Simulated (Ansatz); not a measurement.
## Cost against result

Saddle point of Si2H8O, closed shell (Si₂H₆O ([OH][SiH2][SiH3]) + H₂ → Si₂H₆ ([SiH3][SiH3]) + H₂O; bonds formed: Si1–H7, O2–H6; bonds broken: Si1–O2, H6–H7), PBE0-D4/def2-TZVP structure:

Si1  (-0.230, -0.650, -0.121)
O2  (0.963, -0.790, -1.559)
H3  (-0.335, -1.853, 0.747)
H4  (-1.361, -0.848, -1.104)
Si5  (-0.703, 1.381, 0.927)
H6  (1.637, -0.729, -0.679)
H7  (1.444, -0.443, 0.441)
H8  (0.939, -1.594, -2.094)
H9  (-0.114, 2.476, 0.108)
H10  (-2.165, 1.637, 1.058)
H11  (-0.074, 1.414, 2.274)
(Å)

Barriers are electronic and count from the start structure reached by relaxing down the imaginary mode.

Program: Ansatz 0.2.0. Basis: as named in each row. Cores are frozen in the correlated methods. B3LYP uses VWN-RPA correlation. Extrapolation: Hartree–Fock as exp(−7.88 √X), correlation as X^−2.97.

Times are rough, for one single point on 4 threads of a shared host (Arm Neoverse V1).

The estimate by CCSD(T) at an estimated basis limit (MP2 extrapolated from triple and quadruple zeta, plus CCSD(T) − MP2 in triple zeta) is 2.327 eV.

```tsv
method	basis	time (s)	barrier (eV)	method less estimate
HF	STO-3G	under 1	3.490	1.163
PBE-D4	STO-3G	under 1	1.826	-0.502
SPW92	def2-SVP	under 1	1.345	-0.983
PBE-D4	def2-SVP	under 1	1.727	-0.600
B3LYP-D4	6-31G	under 1	2.101	-0.226
PBE0-D4	def2-SVP	under 1	1.896	-0.431
SPW92	def2-TZVPP	1	1.513	-0.815
BLYP-D4	def2-TZVPP	2	2.164	-0.164
CCSD(T)	def2-SVP	2	2.246	-0.081
PBE-D4	def2-TZVPP	2	1.900	-0.427
B3LYP-D4	def2-TZVPP	2	2.260	-0.067
BHLYP-D4	def2-TZVPP	2	2.445	0.118
PBE0-D4	def2-TZVPP	2	2.056	-0.271
CAM-B3LYP-D4	def2-TZVPP	2	2.282	-0.045
wB97M-V	def2-SVP	3	2.000	-0.327
r2SCAN-D4	def2-TZVPP	4	2.084	-0.243
RPA on PBE	def2-TZVPP	4	2.343	0.016
r2SCAN0-D4	def2-TZVPP	4	2.174	-0.153
B2PLYP	def2-TZVPP	4	2.328	0.000
PBE-QIDH	def2-TZVPP	4	2.223	-0.104
wB97X-V	def2-TZVPP	6	2.274	-0.054
wB97M-V	def2-TZVPP	7	2.212	-0.115
B97M-V	def2-TZVPP	8	2.121	-0.206
MP2	def2-QZVPP	15	2.336	0.009
CCSD(T)	def2-TZVPP	57	2.327	0.000
```

All methods are single points on the PBE0-D4 structures.

No T1 diagnostic of these runs exceeds 0.014.

Labels in which every atom is bracketed show which atoms are joined, not bond orders.
